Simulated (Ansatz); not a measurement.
Process, species as SMILES: O=CO → C([O-])=O + H+
B3LYP-D3(BJ)/def2-TZVP geometries, fixed; electronic energies without zero-point terms.

Effect of a fitting basis named in the input at PBE/def2-TZVPP with Ansatz (a quantum-chemistry and plane-wave program), against the last row, where the deprotonation energy is 352.00 kcal/mol. Species with rotatable bonds are taken in one conformer. The proton leaves the site shown, which need not be the most acidic. The default fits or decomposes integrals by the program's own choice; accuracy: high also tightens integrals, grids and stops.

```json
[
 {"setting": "fitting: def2-SV(P)-JKFIT", "largest shift of a total energy (mEh)": "-0.058", "shift of the deprotonation energy (kcal/mol)": "0.011"},
 {"setting": "fitting: def2-universal-JKFIT", "largest shift of a total energy (mEh)": "-0.058", "shift of the deprotonation energy (kcal/mol)": "0.011"},
 {"setting": "fitting: cc-pVTZ-JKFIT", "largest shift of a total energy (mEh)": "-0.030", "shift of the deprotonation energy (kcal/mol)": "-0.006"},
 {"setting": "fitting: cc-pVQZ-JKFIT", "largest shift of a total energy (mEh)": "-0.012", "shift of the deprotonation energy (kcal/mol)": "-0.004"},
 {"setting": "fitting: cc-pV5Z-JKFIT", "largest shift of a total energy (mEh)": "-0.008", "shift of the deprotonation energy (kcal/mol)": "-0.002"},
 {"setting": "fitting: def2-universal-JFIT", "largest shift of a total energy (mEh)": "-0.137", "shift of the deprotonation energy (kcal/mol)": "0.025"},
 {"setting": "accuracy: high", "largest shift of a total energy (mEh)": "0.001", "shift of the deprotonation energy (kcal/mol)": "0.000"},
 {"setting": "accuracy: medium (default)", "largest shift of a total energy (mEh)": "0.000", "shift of the deprotonation energy (kcal/mol)": "0.000"}
]
```

Within 0.02 kcal/mol in the deprotonation energy: fitting: def2-SV(P)-JKFIT; fitting: def2-universal-JKFIT; fitting: cc-pVTZ-JKFIT; fitting: cc-pVQZ-JKFIT; fitting: cc-pV5Z-JKFIT; accuracy: high. The largest shift is 0.137 mEh in a total energy and 0.025 kcal/mol in the difference.
